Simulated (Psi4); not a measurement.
# A workflow on BH2O (SMILES B[O])

Wanted: a structure relaxation (UPBE/def2-TZVP), then vibrational wavenumbers, then a single-point energy (UCCSD(T)/cc-pVTZ), then the vertical excitations (TDA-PBE/def2-TZVP) of BH2O. 

Program for the calculation: Psi4 1.11.

## 1. Starting point

BH2O: 4 atoms, total charge 0, spin state doublet. As SMILES, `B[O]`. Geometry: relaxed at PBE0-D4/def2-TZVP. The run starts from this shape.

Bond lengths: B1–O2 1.281 Å, B1–H3 1.211 Å, B1–H4 1.211 Å. Angles: O2–B1–H3 119.9°, O2–B1–H4 119.9°, H3–B1–H4 120.2°.

## 2. A structure relaxation at UPBE/def2-TZVP (density fitting) (run 1)

Input file calc.py:

```python
import psi4

psi4.set_memory('1600 MB')
psi4.set_num_threads(1)
psi4.set_output_file('output.dat', False)

mol = psi4.geometry("""
0 2
B     -0.00207870    -0.01946418    -0.02853486
O      1.93753620    -0.64401866     1.27915561
H     -1.98912572    -1.11059204     0.28648248
H      0.15854802     1.66012440    -1.57527570
units bohr
""")

psi4.set_options({
    'basis': 'def2-TZVP',
    'reference': 'uks',
    'geom_maxiter': 60,
})

e_tot, wfn = psi4.optimize("pbe", molecule=mol, return_wfn=True)
print(f'total energy {e_tot:.8f} hartree = {e_tot * 27.211386:.5f} eV')
print(mol.to_string(dtype='xyz', units='Angstrom'))
```

Command:

```
$ python calc.py
```

output.dat:

```text
[...]
  Running in c1 symmetry.
[...]
  Nuclear repulsion =   25.066185928783817
[...]
  Multiplicity = 2
[...]
  Nalpha       = 8
  Nbeta        = 7
[...]
    Number of basis functions: 74
[...]
   @DF-UKS iter   1:  -100.99840595055937   -4.08465e-01   8.20356e-03 DIIS/ADIIS
[...]
   @DF-UKS iter   7:  -101.16127159002482   -2.13163e-12   8.99058e-09 DIIS
[...]
   @S^2 Observed:                7.548905413E-01
[...]
    Orbital Energies [Eh]
    ---------------------
    Alpha Occupied:
       1A    -18.804241     2A     -6.530928     3A     -0.930642
       4A     -0.464409     5A     -0.406967     6A     -0.374225
       7A     -0.338576     8A     -0.278010
    Alpha Virtual:
       9A     -0.055662    10A      0.044226    11A      0.051566
      12A      0.084453    13A      0.095508    14A      0.128077
      15A      0.157563    16A      0.290794    17A      0.323414
      18A      0.380313    19A      0.382040    20A      0.400492
      21A      0.449394    22A      0.505774    23A      0.516667
      24A      0.536623    25A      0.623550    26A      0.695346
[...]
  @DF-UKS Final Energy:  -101.16127159002482
   => Energetics <=
    Nuclear Repulsion Energy =             25.0018408654081057
    One-Electron Energy =                -187.0478679628400585
    Two-Electron Energy =                  74.0777626369120838
    DFT Exchange-Correlation Energy =     -13.1930071295049434
    Empirical Dispersion Energy =           0.0000000000000000
    VV10 Nonlocal Energy =                  0.0000000000000000
    Total Energy =                       -101.1612715900248247
[...]
 Multipole Moments:
 ------------------------------------------------------------------------------------
     Multipole            Electronic (a.u.)      Nuclear  (a.u.)        Total (a.u.)
 ------------------------------------------------------------------------------------
 L = 1.  Multiply by 2.5417464519 to convert [e a0] to [Debye]
 Dipole X            :          0.9305584           -1.4613122           -0.5307538
 Dipole Y            :         -0.2996546            0.4706159            0.1709613
 Dipole Z            :          0.6275249           -0.9853418           -0.3578169
 Magnitude           :                                                    0.6625408
[...]
  -Total Gradient:
     Atom            X                  Y                   Z
    ------   -----------------  -----------------  -----------------
       1        0.000021110610    -0.000002154456     0.000022716062
       2       -0.000026522193     0.000007140374    -0.000020892777
       3       -0.000011597626    -0.000007190482    -0.000001661640
       4        0.000000219848     0.000007611827    -0.000011481961
[...]
    Final optimized geometry and variables:
    Molecular point group: c1
    Full point group: C1
    Geometry (in Bohr), charge = 0, multiplicity = 2:
    B           -0.997427327329     0.321277258088    -0.672435837588
    O            0.936368323065    -0.301599444558     0.631293092667
    H           -3.046151909116    -0.733621533426    -0.414762021553
    H           -0.918970241191     2.010646695874    -2.258745343271
[...]
```

Standard output:

```text
Optimizer: Optimization complete!
total energy -101.16127159 hartree = -2752.73841 eV
4
0 2 BH2O
B                    -0.527815810922     0.170012603287    -0.355837720889
O                     0.495504777360    -0.159599552811     0.334065917893
H                    -1.611954170543    -0.388215796746    -0.219482609658
H                    -0.486298108922     1.063988410166    -1.195276560366
```

It took 31 s on 1 thread of AMD EPYC 7R43 (Zen 3), shared host; peak memory 0.41 GiB.

The path in brief:

```tsv
step	energy from the first frame kept (eV)	largest force (eV/Å)
0	0.0000	0.4634
1	-0.0066	0.2795
2	-0.0089	0.1040
3	-0.0094	0.0586
4	0.0088	0.5176
5	-0.0096	0.0397
6	-0.0097	0.0018
```

After the run. Bond lengths: B1–O2 1.277 Å, B1–H3 1.227 Å, B1–H4 1.227 Å. Angles: O2–B1–H3 122.0°, O2–B1–H4 122.0°, H3–B1–H4 115.9°.

## 3. Vibrational wavenumbers at UPBE/def2-TZVP (density fitting) (run 2)

Input file calc.in:

```
memory 1600 mb

molecule molecule1 {
  0 2
  B      0.003241    -0.011635    -0.012164
  O      1.026561    -0.341247     0.677740
  H     -1.080897    -0.569863     0.124192
  H      0.044759     0.882341    -0.851602
  units angstrom
}

set {
  basis def2-TZVP
  reference uks
  t 298.15
  rotational_symmetry_number 2
}

E, wfn = frequency('pbe', return_wfn=True)
```

Command:

```
$ psi4 calc.in calc.out -n 1
```

calc.out, cut to the lines that bear on the results:

```text
[...]
  Running in c1 symmetry.
[...]
  Nuclear repulsion =   25.001848008901405
[...]
  Multiplicity = 2
[...]
  Nalpha       = 8
  Nbeta        = 7
[...]
    Number of basis functions: 74
[...]
   @DF-UKS iter   1:  -100.98789083740533   -3.98598e-01   8.52158e-03 ADIIS/DIIS
[...]
   @DF-UKS iter  12:  -101.16127087934029   -1.54756e-11   6.59776e-09 DIIS
[...]
   @S^2 Observed:                7.548966518E-01
[...]
  @DF-UKS Final Energy:  -101.16127087934029
   => Energetics <=
    Nuclear Repulsion Energy =             24.9982958205353150
    One-Electron Energy =                -187.0411667273725129
    Two-Electron Energy =                  74.0742229878032248
    DFT Exchange-Correlation Energy =     -13.1926229603063074
    Empirical Dispersion Energy =           0.0000000000000000
    VV10 Nonlocal Energy =                  0.0000000000000000
    Total Energy =                       -101.1612708793402930
[...]
 Multipole Moments:
[...]
  -Total Gradient:
     Atom            X                  Y                   Z
    ------   -----------------  -----------------  -----------------
       1        0.000039574175    -0.000254517838     0.000271100767
       2       -0.000028679982    -0.000031690666     0.000015567470
       3       -0.000057682841    -0.000078791390     0.000050144045
       4        0.000029977926     0.000370347112    -0.000348082828
[...]
  ==> Harmonic Vibrational Analysis <==
[...]
  Freq [cm^-1]                 503.0243            836.9481            900.2083
[...]
  IR activ [km/mol]             2.9475              9.7200             32.6430
[...]
  Freq [cm^-1]                1451.4982           2337.1186           2339.1071
[...]
  IR activ [km/mol]             0.5854             13.3731              0.9541
[...]
  Total E_0, Enthalpy at 0 [K]                                                         -101.14220810 [Eh]
[...]
  Total H, Enthalpy at  298.15 [K]                                                     -101.13808087 [Eh]
[...]
  Total G, Gibbs energy at  298.15 [K]                                                 -101.16412822 [Eh]
[...]
```

On the terminal:

```text
Warning: used thermodynamics relations inappropriate for low-frequency modes: ['503.0243']
```

Run time: 97 s. Hardware: 1 thread of AMD EPYC 7R43 (Zen 3), shared host; peak memory 0.41 GiB.

## 4. The energy at UCCSD(T)/cc-pVTZ (run 3)

Input file input.inp:

```
memory 1600 mb

molecule {
  0 2
  B
  O 1 r2
  H 1 r3 2 a3
  H 1 r4 3 a4 2 d4

  r2 = 1.277417
  r3 = 1.227015
  a3 = 122.03223
  r4 = 1.227018
  a4 = 115.93726
  d4 = 179.99117
  units angstrom
}

set basis cc-pVTZ
set reference uhf
set scf_type pk
set freeze_core true

energy_value, wavefunction = energy("ccsd(t)", return_wfn=True)
```

Command:

```
$ psi4 input.inp input.out -n 1
```

input.out:

```text
[...]
  Running in c1 symmetry.
[...]
  Nuclear repulsion =   25.001855756540003
[...]
  Multiplicity = 2
[...]
  Nalpha       = 8
  Nbeta        = 7
[...]
    Number of basis functions: 88
[...]
   @UHF iter   1:  -100.56798491744033   -8.83104e-01   5.51221e-03 ADIIS/DIIS
[...]
   @UHF iter  15:  -100.73753221247379   -6.32383e-12   5.87905e-09 DIIS
[...]
   @S^2 Observed:                7.693959449E-01
[...]
    Orbital Energies [Eh]
    ---------------------
    Alpha Occupied:
       1A    -20.654300     2A     -7.627026     3A     -1.434050
       4A     -0.735298     5A     -0.717764     6A     -0.618387
       7A     -0.605282     8A     -0.475699
    Alpha Virtual:
       9A      0.107147    10A      0.185781    11A      0.218003
      12A      0.234815    13A      0.279930    14A      0.285506
      15A      0.344000    16A      0.491821    17A      0.507135
      18A      0.565630    19A      0.570772    20A      0.669462
      21A      0.687464    22A      0.749378    23A      0.843799
      24A      0.870258    25A      0.890368    26A      1.075922
[...]
  @UHF Final Energy:  -100.73753221247379
   => Energetics <=
    Nuclear Repulsion Energy =             25.0018557565400030
    One-Electron Energy =                -186.7295056184190969
    Two-Electron Energy =                  60.9901176494052919
    Total Energy =                       -100.7375322124737949
  UHF NO Occupations:
  HONO-2 :    6  A 1.9975390
  HONO-1 :    7  A 1.9956411
[...]
 Multipole Moments:
 ------------------------------------------------------------------------------------
     Multipole            Electronic (a.u.)      Nuclear  (a.u.)        Total (a.u.)
 ------------------------------------------------------------------------------------
 L = 1.  Multiply by 2.5417464519 to convert [e a0] to [Debye]
 Dipole X            :          0.0001937           -0.0001539            0.0000398
 Dipole Y            :          0.0000289           -0.0000200            0.0000089
 Dipole Z            :          1.4591670           -1.8242271           -0.3650602
 Magnitude           :                                                    0.3650602
[...]
      * MP2 total energy                      = -101.034031801322485
[...]
      * CCSD total energy                     = -101.064602704972117
[...]
      * CCSD(T) total energy                     = -101.076213481921968
[...]
```

It took 58 s on 1 thread of AMD EPYC 7R43 (Zen 3), shared host; peak memory 0.89 GiB.

## 5. The vertical excitations at TDA-PBE/def2-TZVP (density fitting, save jk yes) (run 4)

Input file bh2o.in:

```
memory 1600 mb

molecule geom {
  0 2
  B      0.003241    -0.011635    -0.012164
  O      1.026561    -0.341247     0.677740
  H     -1.080897    -0.569863     0.124192
  H      0.044759     0.882341    -0.851602
  symmetry c1
}

set basis def2-TZVP
set reference uks
set save_jk true

from psi4.driver.procrouting.response.scf_response import tdscf_excitations
energy_value, wavefunction = energy('pbe', return_wfn=True)
states = tdscf_excitations(wavefunction, states=4, tda=True)
```

Command:

```
$ psi4 -i bh2o.in -o bh2o.out -n 1
```

bh2o.out, cut to the lines that bear on the results:

```text
[...]
  Running in c1 symmetry.
[...]
  Nuclear repulsion =   25.001848008901405
[...]
  Multiplicity = 2
[...]
  Nalpha       = 8
  Nbeta        = 7
[...]
    Number of basis functions: 74
[...]
   @DF-UKS iter   1:  -100.98789083739237   -3.98598e-01   8.52158e-03 ADIIS/DIIS
[...]
   @DF-UKS iter   9:  -101.16127158827513   -2.54083e-08   5.62137e-07 DIIS
[...]
   @S^2 Observed:                7.548892457E-01
[...]
  @DF-UKS Final Energy:  -101.16127158827513
   => Energetics <=
    Nuclear Repulsion Energy =             25.0018480089014048
    One-Electron Energy =                -187.0480202390265845
    Two-Electron Energy =                  74.0779150686293661
    DFT Exchange-Correlation Energy =     -13.1930144267793015
    Empirical Dispersion Energy =           0.0000000000000000
    VV10 Nonlocal Energy =                  0.0000000000000000
    Total Energy =                       -101.1612715882751274
[...]
 Multipole Moments:
 ------------------------------------------------------------------------------------
     Multipole            Electronic (a.u.)      Nuclear  (a.u.)        Total (a.u.)
 ------------------------------------------------------------------------------------
 L = 1.  Multiply by 2.5417464519 to convert [e a0] to [Debye]
 Dipole X            :          0.9305854           -1.4613113           -0.5307259
 Dipole Y            :         -0.2996641            0.4706164            0.1709522
 Dipole Z            :          0.6275418           -0.9853404           -0.3577986
 Magnitude           :                                                    0.6625062
[...]
**********                               WARNING                                **********
**********       The names of excited state variables changed between 1.5       **********
[...]
**********                               WARNING                                **********
**********  Length-gauge rotatory strengths are **NOT** gauge-origin invariant  **********
[...]
                                    Excitation Energy         Total Energy        Oscillator Strength             Rotatory Strength
[...]
Excited State    1 (1 A):   0.10170 au   448.00 nm f = 0.0000
[...]
Excited State    2 (1 A):   0.14267 au   319.37 nm f = 0.0021
[...]
Excited State    3 (1 A):   0.17933 au   254.08 nm f = 0.0708
[...]
Excited State    4 (1 A):   0.21957 au   207.51 nm f = 0.0000
[...]
```

Run time: 17 s. Hardware: 1 thread of AMD EPYC 7R43 (Zen 3), shared host; peak memory 0.38 GiB.

The roots found:

```tsv
excited state	energy (eV)	strength	label
1	2.768	0.0000	A 1
2	3.882	0.0021	A 1
3	4.880	0.0708	A 1
4	5.975	0.0000	A 1
```

## 6. Results

```
                                                                             quantity             value
                                       run 1, UPBE/def2-TZVP: total energy at the end     -101.16127 Eh
                                                 run 1, UPBE/def2-TZVP: dipole moment            1.68 D
                            run 1, UPBE/def2-TZVP: HOMO energy (highest over α and β)          -7.57 eV
                             run 1, UPBE/def2-TZVP: LUMO energy (lowest over α and β)          -5.88 eV
                                                          run 1, UPBE/def2-TZVP: ⟨S²⟩             0.755
                                    run 2, UPBE/def2-TZVP: lowest harmonic wavenumber          503 cm⁻¹
                                   run 2, UPBE/def2-TZVP: highest harmonic wavenumber         2339 cm⁻¹
                                             run 2, UPBE/def2-TZVP: zero-point energy       50.1 kJ/mol
     run 2, UPBE/def2-TZVP: ideal-gas entropy at 298.15 K (symmetry number 2 as used)  54.8 cal/(mol K)
                                                run 3, UCCSD(T)/cc-pVTZ: total energy     -101.07621 Eh
  run 3, UCCSD(T)/cc-pVTZ: HOMO energy (Hartree–Fock orbitals) (highest over α and β)         -12.94 eV
   run 3, UCCSD(T)/cc-pVTZ: LUMO energy (Hartree–Fock orbitals) (lowest over α and β)           1.40 eV
                 run 3, UCCSD(T)/cc-pVTZ: correlation energy (2 core orbitals frozen)        -338.7 mEh
                                              run 3, UCCSD(T)/cc-pVTZ: (T) correction        -11.61 mEh
                           run 3, UCCSD(T)/cc-pVTZ: ⟨S²⟩ of the reference determinant             0.769
                                               run 3, UCCSD(T)/cc-pVTZ: T1 diagnostic             0.060
                          run 4, TDA-PBE/def2-TZVP: ground-state or mean-field energy     -101.16127 Eh
                      run 4, TDA-PBE/def2-TZVP: dipole moment (PBE Kohn–Sham density)            1.68 D
run 4, TDA-PBE/def2-TZVP: HOMO energy (PBE Kohn–Sham orbitals) (highest over α and β)          -7.57 eV
 run 4, TDA-PBE/def2-TZVP: LUMO energy (PBE Kohn–Sham orbitals) (lowest over α and β)          -5.88 eV
                          run 4, TDA-PBE/def2-TZVP: ⟨S²⟩ of the reference determinant             0.755
                                   run 4, TDA-PBE/def2-TZVP: lowest excitation energy           2.77 eV
```

**Reading.** The optimisation (run 1, UPBE/def2-TZVP) took 7 steps and changed the energy by -0.010 eV. All 6 modes (run 2, UPBE/def2-TZVP) are real, so the shape is a minimum at this level. The T1 diagnostic (run 3, UCCSD(T)/cc-pVTZ) of 0.060 is above the customary mark for such species, so a single reference may not serve. The triples (run 3, UCCSD(T)/cc-pVTZ) make up 3.4 % of the correlation energy. The brightest of the 4 transitions from the ground state lies at 4.88 eV (254 nm, f = 0.071); the lowest, at 2.77 eV, has f = 0.000.
